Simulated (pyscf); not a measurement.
Structures and frequencies: ωB97X-D3(BJ)/def2-SVP in PySCF.

**Question.** Estimate by transition-state theory the rate constant of F–Ti(F)(F)–F + silanol (HO–SiH₃) → hydrogen fluoride (HF) + F–Ti(F)(F)–O–SiH₃ (singlet surface; F–Ti, H–O broken, F–H, O–Ti formed) at 600 K, with ωB97M-D3(BJ)/def2-TZVP energies (ideal gas, 1 atm, RRHO with modes under 100 cm⁻¹ raised to 100, one conformer, R ln 2 for chiral ones without a mode under 150 cm⁻¹; no tunnelling).

**Answer.** The electronic barrier is 6.5 kcal/mol and the thermal terms add +20.9, so ΔG‡ = 27.4 kcal/mol. With k_BT/h = 1.25e+13 s⁻¹ and RT = 1.192 kcal/mol, and a volume of 8.18e-20 cm³ per molecule at 1 atm, k = 1.1e-16 cm³ molecule⁻¹ s⁻¹. Wigner's tunnelling factor for 703i cm⁻¹ would be 1.12. A shift of 1 kcal/mol in the barrier changes k by a factor 2.3. On the reactant side the descent ends in an adduct with a O–Ti contact (not fully relaxed), 14.5 kcal/mol under the separated species and 18.2 kcal/mol under the saddle at ωB97X-D3(BJ)/def2-TZVP. On the product side the descent ends in an adduct with a F–Ti contact, 5.0 kcal/mol under the separated species and 6.1 kcal/mol under the saddle at ωB97X-D3(BJ)/def2-TZVP. What is counted as formed (O–Ti) is already present as a longer contact in the reactant adduct; forming that adduct is a step of its own. What is counted as broken (F–Ti) persists as a longer contact in the product adduct; parting that adduct is a step of its own. At ωB97X-D3(BJ)/def2-TZVP the barrier from the zero used here is 3.7 kcal/mol. One saddle was located; it need not be the lowest between these sides.
